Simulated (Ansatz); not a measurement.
**C2H5N (singlet): from Hartree-Fock to the top rungs, STO-3G**

The task here is to estimate one member of a computed series from the others.

Method: STO-3G, core rule «outside noble gas», up to 3 orbitals frozen; program: Ansatz 0.2.0, Gaussian basis.

Plan: UHF; CCSD(T) on RHF; BCCD(T) on RHF; CISD; CCSDT(Q) on RHF; CISDTQ; CCSDTQ on RHF; CASSCF and MRCISD+Q, 8 electrons in 8 orbitals; CASSCF and NEVPT2, 8 electrons in 8 orbitals.

14 further runs of the same task are left out: 1 that didn't finish, 13 set aside as unsound or not needed.

## The system

The geometry is an MP2(full)/6-31G* stationary point (not a proven minimum).

8 atoms, charge 0, spin multiplicity 1.

Atoms are counted from 1 here; the program's logs count them from 0.

Bond lengths: C1–N2 1.472 Å, C1–C3 1.479 Å, C1–H5 1.085 Å, C1–H7 1.087 Å, N2–C3 1.472 Å, N2–H4 1.020 Å, C3–H6 1.085 Å, C3–H8 1.087 Å. Angles: N2–C1–C3 59.8°, N2–C1–H5 114.6°, N2–C1–H7 118.9°, C3–C1–H5 119.9°, C3–C1–H7 118.0°, H5–C1–H7 114.7°, C1–N2–C3 60.3°, C1–N2–H4 109.5°, C3–N2–H4 109.5°, C1–C3–N2 59.8°, C1–C3–H6 119.9°, C1–C3–H8 118.0°, N2–C3–H6 114.6°, N2–C3–H8 118.9°, H6–C3–H8 114.7°.

The first run:

Input file in.yaml:

```yaml
crystal:
  periodic: [false, false, false]
  atoms:
    - {symbol: C, position_ang: [-0.021597, -0.428556, 0.739421]}
    - {symbol: N, position_ang: [-0.021597, 0.843959, 0.000000]}
    - {symbol: C, position_ang: [-0.021597, -0.428556, -0.739421]}
    - {symbol: H, position_ang: [0.919905, 1.237009, 0.000000]}
    - {symbol: H, position_ang: [-0.938808, -0.636156, 1.280047]}
    - {symbol: H, position_ang: [-0.938808, -0.636156, -1.280047]}
    - {symbol: H, position_ang: [0.886262, -0.739629, 1.249033]}
    - {symbol: H, position_ang: [0.886262, -0.739629, -1.249033]}
basis:
  gaussian: {orbitals: STO-3G}
magnetization: {spin_polarized: true, initial_magnetization: 0}
hamiltonian: {xc: hf}
output: {orbitals: {seedname: orbitals}}
```

Launch:

```bash
ansatz run in.yaml --threads 1 --pin off --events-out ev --progress --plain --max-ram 4096MiB --backend cpu
```

Among the steps run: UHF; CCSD(T) on RHF; BCCD(T) on RHF; CISD; CCSDT(Q) on RHF; CISDTQ; CCSDTQ on RHF; CASSCF and MRCISD+Q, 8 electrons in 8 orbitals; CASSCF and NEVPT2, 8 electrons in 8 orbitals.

One of the session's tables, all rows but one given; the rest of the session is left out.

It belongs to the step «Misses and costs». 

```
           method  from RCCSDTQ (meV)
              RHF             +5540.6
             RMP2             +1321.2
             CISD              +483.9
            RCCSD                   ?
         RCCSD(T)               +20.2
          BCCD(T)               +20.7
           RCCSDT                +9.7
           CISDTQ               +23.3
        RCCSDT(Q)                +1.5
          RCCSDTQ                   0
  CASSCF frontier             +2795.4
  NEVPT2 frontier              +798.7
  MRCISD frontier              +131.7
MRCISD+Q frontier                -5.9
```

Q: Estimate the row for RCCSD from the others.

The run gave: from RCCSDTQ (meV): +65.9. In the column «from RCCSDTQ (meV)» it lies between CISDTQ (+23.3) and MRCISD frontier (+131.7).
